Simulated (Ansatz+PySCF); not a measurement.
The numbers below are computed, except where a source is named.
A run of Ansatz (development build ahead of 0.2.0) on doublet H₂O₂(+) at this shape:

```xyz
4

O     0.0000    0.4196    0.5018
O     0.0000   -0.4196   -0.5018
H     0.0000   -0.1602    1.3145
H     0.0000    0.1602   -1.3145
```

Its results:

| Property | Result |
| --- | --- |
| Converged | yes |
| Reference energy | -150.48237 hartree |
| Correlation energy | -0.46909 hartree |
| Total energy | -150.95145 hartree |
| Spin squared of the determinant | 0.771 |
| Stability test | minimum |
| Occupied orbitals by symmetry in an Abelian subgroup (alpha; beta) | 4 Ag 1 Au 1 Bg 3 Bu; 4 Ag 1 Au 3 Bu |

Forces (eV/Å):
| atom | Fx | Fy | Fz |
| --- | --- | --- | --- |
| O1 | 0.000 | 0.628 | 0.543 |
| O2 | 0.000 | -0.628 | -0.543 |
| H3 | 0.000 | -0.034 | -0.264 |
| H4 | 0.000 | 0.034 | 0.264 |

(1) Which input gives this output? Name the method, the orbitals and the basis set, and write the input.

Answers

(1) UHF-MP2 in cc-pVTZ.

```yaml
crystal:
  periodic: [false, false, false]
  atoms:
    - { symbol: O, position_ang: [0.0, 0.41962, 0.50176] }
    - { symbol: O, position_ang: [0.0, -0.41962, -0.50176] }
    - { symbol: H, position_ang: [0.0, -0.16017, 1.31453] }
    - { symbol: H, position_ang: [0.0, 0.16017, -1.31453] }
basis:
  gaussian: { orbitals: cc-pVTZ }
total_charge: 1
magnetization:
  spin_polarized: true
  initial_magnetization: 1
hamiltonian:
  xc: hf
correlation:
  method: mp2
  frozen_orbitals: { H: 0, O: 1 }
output:
  forces: true
```

Caution: forces differ strongly between restricted and unrestricted references; MP2 on this radical cation hangs on the determinant chosen.
